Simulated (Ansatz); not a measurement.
Ideal-gas functions of `[C-]#[N+]C` at 800 K and 1 bar, from an Ansatz frequency run at PBE0-D4/def2-TZVP.

Molar mass 41.05 g/mol, point group C3v (symmetry number 3), electronic degeneracy 1, moments of inertia 3.182, 49.625, 49.625 u Å². Harmonic wavenumbers (cm⁻¹, unscaled): 287, 287, 988, 1142, 1142, 1448, 1483, 1483, 2269, 3066, 3146, 3146.

Use S(trans) = R[1.5 ln M + 2.5 ln T − 1.1517]; rotational temperatures θ = 24.2544 K / I; S(rot) = R[ln(√π/σ · √(T³/θAθBθC)) + 1.5]; for each mode x = 1.438777 ν̃/T, S = R[x/(eˣ − 1) − ln(1 − e⁻ˣ)] and H = RT x/(eˣ − 1); 1 cm⁻¹ = 0.0119627 kJ/mol; R = 8.31446 J/(mol·K).

Question: By hand: the entropy, in J/(mol·K).

Answer: Translation 175.7. Rotation: θ = 7.6224, 0.4888, 0.4888 K, giving 89.0. Vibration, mode by mode: 13.90, 13.90, 4.55, 3.65, 3.65, 2.37, 2.25, 2.25, 0.72, 0.22, 0.19, 0.19, in all 47.9. Electronic 0.0. Sum 312.6 J/(mol·K).

Question: By hand: H − E and G − E in kJ/mol, counted from the electronic energy.

Answer: Zero-point energy ½ × 19887 × 0.0119627 = 119.0; thermal vibration 21.5; translation, rotation and pV give 4 RT = 26.6. H − E = 167.1 kJ/mol, and G − E = 167.1 − 800 × 312.6/1000 = -83.0 kJ/mol.

Vibration gives 15 % of the entropy.
